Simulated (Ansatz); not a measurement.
Mulliken charges of `B[N]C` radical from B3LYP/def2-TZVPP in Ansatz (PBE0-D4/def2-TZVP geometry).

```tsv
atom	x (Å)	y (Å)	z (Å)	charge (e)
B1	-0.374	1.096	-0.965	-0.194
N2	0.058	0.276	-0.009	-0.028
C3	0.340	-0.836	0.777	-0.136
H4	-1.008	0.632	-1.885	0.009
H5	-0.143	2.276	-0.922	0.014
H6	-0.096	-0.755	1.779	0.111
H7	1.416	-1.018	0.865	0.111
H8	-0.101	-1.729	0.304	0.113
```

Problem. By hand: the dipole of these point charges (1 e Å = 4.8032 D).

Solution. Σ q r = (0.149, -0.461, 0.380) e Å, of length 0.616 e Å = 2.96 D.

Problem. How does the dipole of the full density compare? (Estimate.)

Solution. Ansatz gave: (0.091, -0.341, 0.249) e Å, 2.07 D; the point charges give 1.43 times that, at 4° from its direction.

Point charges leave out the atoms' own dipoles, such as those of lone pairs, and Mulliken's split depends on the basis, so the two needn't agree.

B3LYP here is the variant with VWN-RPA as its local correlation; programs differ in this.
